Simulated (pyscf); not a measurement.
Routes from HO–SiH₂–OH + ammonia (NH₃)

Candidate steps break at most two bonds and form at most two. Each was searched with GFN2-xTB (tblite) first. Optimised with ωB97X-D3(BJ)/def2-SVP in PySCF. Energies: ωB97M-D3(BJ)/def2-TZVP, kcal/mol, from the separated reactants, singlet surface; ΔG‡ with ideal gas, 1 atm, RRHO with modes under 100 cm⁻¹ raised to 100, one conformer, R ln 2 for chiral ones without a mode under 150 cm⁻¹.

```json
[
 {"products": "H₂O + H₂N–SiH₂–OH", "type": "four-centre exchange", "ΔE‡": "28.9", "ΔE": "+11.5", "ΔG‡ 298 K": "38.6", "ΔG‡ 900 K": "60.5", "ν‡ (cm⁻¹)": "1082i"},
 {"products": "H₂N–SiH(OH)–OH + H₂", "type": "four-centre exchange", "ΔE‡": "31.0", "ΔE": "-12.6", "ΔG‡ 298 K": "40.6", "ΔG‡ 900 K": "63.4", "ν‡ (cm⁻¹)": "1021i"}
]
```

Row 1: On the reactant side the descent ends in an adduct with a N–Si contact, 5.3 kcal/mol under the separated species and 33.9 kcal/mol under the saddle at ωB97X-D3(BJ)/def2-TZVP. On the product side the descent ends in a complex, 4.8 kcal/mol under the separated species and 22.1 kcal/mol under the saddle at ωB97X-D3(BJ)/def2-TZVP. 

Plain bond fissions and candidates not yet searched are not listed, and one of them may be faster. Each barrier is that of the saddle found; lower ones may exist.
